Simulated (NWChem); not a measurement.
**Correlation energy of Cl (+1)**

SMILES: [Cl+]
```xyz
1

Cl     0.0000     0.0000     0.0000
```
Charge +1, spin multiplicity 3.

The numbers come from NWChem runs, not from measurements.

Basis set: cc-pVTZ. Each correlation energy counts from its own Hartree-Fock reference.

The correlated methods keep 5 core orbitals frozen. The stability of the SCF solutions was not checked. Open-shell Hartree-Fock references start from PBE0 orbitals. No row is a measurement; the coupled-cluster row has its own basis-set and correlation limits.

```
method           correlation energy (mHa)
---------------  ------------------------
URI-MP2                            -123.6
UMP2                               -123.6
SCS-UMP2                           -123.6
CCSD on UHF                             …
CCSD[T] on UHF                     -152.1
CCSD(T) on UHF                     -152.0
CCSD on ROHF                            …
CCSD[T] on ROHF                    -158.5
CCSD(T) on ROHF                    -158.6
CCSDT on ROHF                           …
```

Problem. What belongs in the gaps?

Solution. 
- CCSD on UHF, correlation energy (mHa): -147.8
- CCSD on ROHF, correlation energy (mHa): -153.9
- CCSDT on ROHF, correlation energy (mHa): -159.0
